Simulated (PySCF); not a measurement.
CH2O, SMILES O=C. Atoms are numbered in the order given.

```xyz
4

C      0.0000     0.0000    -0.5246
O      0.0000     0.0000     0.6712
H      0.0000     0.9404    -1.1112
H      0.0000    -0.9404    -1.1112
```

Geometry optimised at PBE0-D3(BJ)/def2-TZVPD.

The numbers are results of PySCF with PBE0/pcJ-1, not measurements.

Isotropic couplings with Fermi-contact, spin-dipole and both spin-orbit terms, one fixed conformer, no vibrational averaging. Isotopes: 13C, 1H.

Q: Estimate the spin–spin coupling constants. (The exact figures need the calculation; the answer reports its results.)

A: 
| pair | bonds apart | J (Hz) |
|---|---|---|
| C1–H3 | 1 | 170.6 |
| C1–H4 | 1 | 170.6 |
| H3–H4 | 2 | 40.2 |
